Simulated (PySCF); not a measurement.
# How methods differ on the ionisation energy of P

P [Ne] 3s2 3p3 (4S) → P+ [Ne] 3s2 3p2 (3P), as a difference of total energies. Calculation: PySCF 2.14, in aug-cc-pVDZ-DK (5s4p2d, 27 functions); the spin-free X2C one-electron Hamiltonian (Gaussian nucleus). Correlated levels: valence: [Ne] frozen. The calculations carry no spin-orbit coupling.

```
           method  ionisation energy (eV)  error (eV)
              UHF                   9.930      -0.596
             MN15                  10.439      -0.087
             TPSS                  10.507      -0.019
    MP2 (valence)                  10.382      -0.144
SCS-MP2 (valence)                  10.225      -0.301
   CCSD (valence)                  10.314      -0.212
CCSD(T) (valence)                  10.328      -0.198
```

Reference: 10.526 eV (measured; NIST levels, between the centres of gravity of the two terms).

Errors of the correlated levels include the incompleteness of this basis and the frozen core.
